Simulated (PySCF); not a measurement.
hydroxide, HO (charge -1), SMILES [OH-], point group C∞v.

Level: PBE0/pcSseg-2 in PySCF (density fitting, grid level 2); geometry and Hessian at that level, cubic constants and property derivatives from steps of ±0.6 along each species' dimensionless normal coordinates, second-order vibrational perturbation theory. The parent has the commonest isotopes.

Equilibrium geometry (Å):

| atom | x | y | z |
| --- | --- | --- | --- |
| O1 | 0.4860 | -0.0112 | -0.0118 |
| H2 | -0.4750 | 0.0163 | -0.0448 |

Species: ¹⁷O at 1. Output of the displacement run:

```
mode    cm-1    km/mol   phi_rrr   E(+)/cm-1  E(-)/cm-1
  1   3775.85   139.51    2667.0     783.73     592.66
```

For the shielding of H2 (σe = 37.32 ppm):

```
mode  ω (cm⁻¹)  Σr φrrs (cm⁻¹)  ∂σ/∂q  ∂²σ/∂q²
   1      3776            2667  1.134    1.065
```

Problem. Work out the zero-point average of this shielding.

Solution. With ⟨qs⟩ = −Σr φrrs/(4ωs) and ⟨qs²⟩ = 1/2: the mean displacements are -0.177. The anharmonic term Σ (∂σ/∂q)⟨q⟩ is -0.20 ppm, the harmonic term ¼ Σ ∂²σ/∂q² is 0.27 ppm, so ⟨σ⟩ = 37.38 ppm.
